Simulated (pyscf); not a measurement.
Single points on ωB97X-D3(BJ)/def2-SVP structures (PySCF, gas phase).

Problem. For the elementary gas-phase step H₃Si–PH• (SMILES [SiH3][PH]) + H₂ (SMILES [H][H]) → H₃Si–PH₂ (SMILES [SiH3]P) + H• (SMILES [H]) (doublet surface; H–H broken, H–P formed), what barrier and reaction energy does ωB97M-D3(BJ)/def2-TZVP give, measured from the separated reactants?

Solution. ΔE‡ = 24.2 kcal/mol, ΔE = +21.3 kcal/mol. Zero-point energy shifts the barrier by -0.5 kcal/mol. It is a hydrogen abstraction, with an imaginary mode of 746i cm⁻¹. This is the saddle that the search found; another between the same sides may lie lower. The angle at the transferred H is 169°.
